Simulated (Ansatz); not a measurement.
The input, for Ansatz 0.2.0:

```yaml
crystal:
  periodic: [false, false, false]
  atoms:
    - {symbol: Cl, position_ang: [-0.027243, -0.247938, 2.026266]}
    - {symbol: C, position_ang: [-0.028076, 0.834092, 0.683897]}
    - {symbol: Ga, position_ang: [0.019888, -0.044498, -1.163054]}
    - {symbol: H, position_ang: [-0.082889, 1.859884, 1.032108]}
basis:
  gaussian: {orbitals: 6-31G}
magnetization: {spin_polarized: false, initial_magnetization: 1}
correlation: {active_space: {window: {electrons: 3, orbitals: 8}}}
output: {forces: true}
```

```sh
$ ansatz run in.yaml --threads 1 --pin off --events-out ev --progress --plain --max-ram 2393MiB
```

Q: Roughly how long does this take on 1 thread of Arm Neoverse V2, shared host, and how much host memory?

A: 6.5 s wall and 0.27 GiB.

```
553 factors; integrals over basis functions are off by at most 3.3e-4 eV
mean field evaluation 1: about -65871.4047 eV, gradient 1.0e1 eV
mean field evaluation 2: about -65871.4744 eV, gradient 1.0e1 eV
mean field evaluation 4: about -65872.1789 eV, gradient 2.3e0 eV
mean field evaluation 8: about -65872.2080 eV, gradient 1.5e-1 eV
mean field evaluation 16: about -65867.3270 eV, gradient 2.0e1 eV
mean field -65872.20819709 eV, -2420.7590014566 hartree, gradient 1.2e-6 eV, S^2 0.750000; 2 other end points of the search recorded, 0 dependent functions left out
reference -65872.20819709 eV, -2420.7590014566 hartree; 28, 27 occupied and 25, 26 virtual orbitals, 553 factors
state -65872.98366536 eV, -2420.7874993900 hartree
the calculation of the forces begins
Total energy: -65872.98366536 eV, -2420.7874993900 hartree
Atom 0 at    -0.027243    -0.247938     2.026266 Å, force     0.010670    -1.788349     2.278986 eV/Å
Atom 1 at    -0.028076     0.834092     0.683897 Å, force    -0.050650     1.915469    -1.973232 eV/Å
Atom 2 at     0.019888    -0.044498    -1.163054 Å, force     0.008076     0.083737    -0.079221 eV/Å
Atom 3 at    -0.082889     1.859884     1.032108 Å, force     0.031903    -0.210857    -0.226533 eV/Å
Dipole moment:    -0.004341     0.256270    -0.414030 e Å
```

Natural occupations: 1.9054 1.0001 0.0433 0.0382 0.0091 0.0031 0.0005 0.0004.

Forces (eV/Å):
```
Cl   0.011 -1.788  2.279
C   -0.051  1.915 -1.973
Ga   0.008  0.084 -0.079
H    0.032 -0.211 -0.227
```
